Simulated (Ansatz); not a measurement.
**SnSe (Pnma, No. 62)**

These are r²SCAN+rVV10 (plane waves, PAW; Ansatz, an electronic-structure program) values and carry that method's errors.

Run with plane-wave cutoff 500 eV, 4×10×8 k mesh (along the axes of the cell as run), Fermi–Dirac smearing 0.05 eV, scalar-relativistic PAW data made under PBE.

Cell: relaxed at this level.

```
Property                              Result
---------------  ---------------------------
volume per atom                27.18 Å³/atom
band gap         0.99 eV (on the SCF k mesh)
```

Measured, for comparison: band gap 0.91 eV (temperature not stated, not corrected to a static lattice, compiled measured gap; kind and temperature not stated; as tabulated in Kothakonda et al. (2022), arXiv:2208.02841).

Spin–orbit coupling is not included.

The computed numbers hold no vibrational or temperature effects.
